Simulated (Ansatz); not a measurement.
System: formic acid, CH2O2 (charge 0, singlet). 
Structure (B3LYP-D3(BJ)/def2-TZVP (Ansatz, an electronic-structure program) minimum search):
```xyz
5

O     -1.0316    -0.4355    -0.0191
C      0.0042     0.4206     0.0039
O      1.1586     0.1057     0.0179
H     -0.6697    -1.3375    -0.0221
H     -0.3712     1.4518     0.0079
```

Parts of the frozen-core correlation energy in STO-3G (Ansatz, hartree). Frozen orbitals: 3; correlated occupied orbitals by spin: 9 and 9; virtual: 5 and 5. No spin-orbit coupling. Non-relativistic. The restricted reference is unstable.

```json
[
 {"term": "reference (HF)", "value": "-186.21487"},
 {"term": "MP2 opposite-spin", "value": "-0.12218"},
 {"term": "MP2 same-spin", "value": "-0.03062"},
 {"term": "CCSD correlation", "value": "-0.17767"},
 {"term": "(T)", "value": "-0.00620"},
 {"term": "FCI minus CCSD(T)", "value": "-0.00108"},
 {"term": "T1 diagnostic", "value": "0.014"},
 {"term": "largest doubles amplitude", "value": "0.131"}
]
```
